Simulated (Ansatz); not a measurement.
A made-up structure of CH₃SSi, doublet:

Si1  (0.484, 1.142, 1.836)
C2  (0.606, -0.040, 0.681)
S3  (-0.501, -0.091, -0.701)
H4  (-0.421, -1.053, -1.659)
H5  (-1.474, 0.852, -0.829)
H6  (1.380, -0.804, 0.768)
(Å)

It is relaxed with PBE-D4/def2-SVP and then PBE0-D4/def2-TZVP (Ansatz 0.2.0). Atoms count as bonded within 1.22 times the sum of their covalent radii (H–H: 0.88 Å). The end point is not checked to be a true minimum.

Task: Does its bonding change? (Judge from chemistry; the calculation decides.)

Result: Computed: No: no bond forms or breaks.

Where it ends: The first stage lowers the energy by 1.53 eV in 12 steps. It ends as CH₃SSi ([Si][CH][SH2]):
| atom | x (Å) | y (Å) | z (Å) |
| --- | --- | --- | --- |
| Si1 | -0.0915 | 0.9292 | 1.8790 |
| C2 | 0.6072 | -0.0935 | 0.6005 |
| S3 | -0.0254 | -0.0657 | -0.9961 |
| H4 | -0.9998 | -1.0260 | -1.1310 |
| H5 | -0.9605 | 0.9101 | -0.8518 |
| H6 | 1.5440 | -0.6475 | 0.5948 |

Labels in which every atom is bracketed show which atoms are joined, not bond orders.

For scale, one of the runs: PBE0-D4/def2-TZVP relaxation, 123 basis functions, launched by `ansatz run in.yaml --threads 2 --pin off --events-out ev --progress --plain --max-ram 4352MiB`. Hardware: 2 CPU threads of an Arm Neoverse V2, shared host. Wall time about 36 s.
